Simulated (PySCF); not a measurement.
## Fractional electron number in O (oxygen, neutral)

The 2p beta orbital of [He] 2s2 2p4 is emptied in steps (occupation f), with all orbitals relaxed, ending at [He] 2s2 2p3. Computed with PySCF 2.14 in def2-TZVP (5s3p2d1f, 31 functions), with no relativity, point nucleus. The exact energy is a straight line in f; departures are measured from the line between the end points of the same method.

| f | UHF (eV) | LDA (eV) | PBE (eV) | PBE0 (eV) | r2SCAN (eV) | LC-wPBE (eV) | BHandHLYP (eV) | wB97X (eV) | TPSS (eV) | M06-2X (eV) |
| --- | --- | --- | --- | --- | --- | --- | --- | --- | --- | --- |
| 1 | 0.000 | 0.000 | 0.000 | 0.000 | 0.000 | 0.000 | 0.000 | 0.000 | 0.000 | 0.000 |
| 0.75 | 0.374 | -1.258 | -1.240 | -0.835 | -1.096 | -0.297 | -0.458 | -0.336 | -1.166 | -0.494 |
| 0.5 | 0.463 | -1.691 | -1.660 | -1.116 | -1.453 | -0.396 | -0.624 | -0.449 | -1.549 | -0.702 |
| 0.25 | 0.326 | -1.276 | -1.244 | -0.835 | -1.083 | -0.292 | -0.478 | -0.332 | -1.150 | -0.554 |
| 0 | 0.000 | 0.000 | 0.000 | 0.000 | 0.000 | 0.000 | 0.000 | 0.000 | 0.000 | 0.000 |

Q: For UHF, how does the orbital energy at f = 1 compare with the removal energy?

A: −ε = 14.174 eV against a total-energy difference of 12.017 eV. By Janak's theorem ε = ∂E/∂f, so the gap between them reflects the curvature. Along the path −ε is 12.900 (f = 0.75), 11.890 (f = 0.5), 11.067 (f = 0.25) eV.

```tsv
method	E(f=0) − E(f=1) (eV)	−ε at f=1 (eV)	−ε at f=0.5 (eV)
UHF	12.017	14.174	11.890
LDA	13.964	7.321	13.915
PBE	14.023	7.453	14.011
PBE0	13.823	9.392	13.823
r2SCAN	13.682	7.816	13.715
LC-wPBE	14.095	12.521	14.109
BHandHLYP	13.726	11.344	13.672
wB97X	13.781	12.005	13.790
TPSS	14.006	7.794	14.047
M06-2X	13.646	11.162	13.472
```

Reference removal energy between the ground levels: 13.618 eV (measured; NIST Atomic Spectra Database, ionization energies). The calculation has no spin-orbit coupling. UHF lacks correlation.
